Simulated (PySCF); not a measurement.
# Gas-phase thermal properties of SiH2F

Computed with PySCF (xtb for GFN2) and rigid-rotor harmonic-oscillator thermochemistry at 1 bar. 6-31G* has spherical d functions here. Open shells (unrestricted): SiH2F (multiplicity 2). GFN2 has no spin-polarisation term. B3LYP is the form with VWN-RPA correlation. SiH2F: computed as isolated molecules; such fragments, hydroxides, amides, oligomers or adducts are transient or little studied in the gas. The harmonic model lacks anharmonicity and excited electronic states, which grow with temperature; levels with a mode under 35 cm⁻¹ are left out.

```tsv
level	point group	σ	ZPE (kJ/mol)	S°298 (J/mol/K)	Cp298 (J/mol/K)	S°1000 (J/mol/K)	H1000 − H298 (kJ/mol)
B3LYP/6-31G*	Cs	1	46.3	249.9	43.4	319.2	42.1
GFN2-xTB	Cs	1	44.4	252.7	48.4	325.5	43.7
HF/6-31G*	Cs	1	50.2	248.9	41.7	316.0	40.9
PBE/def2-SVP	Cs	1	44.4	250.8	44.5	321.4	42.8
PBE0/def2-TZVP	Cs	1	46.0	249.9	43.7	319.6	42.3
```
σ: rotational symmetry number. Electronic degeneracy used: 2. Frequencies are unscaled.
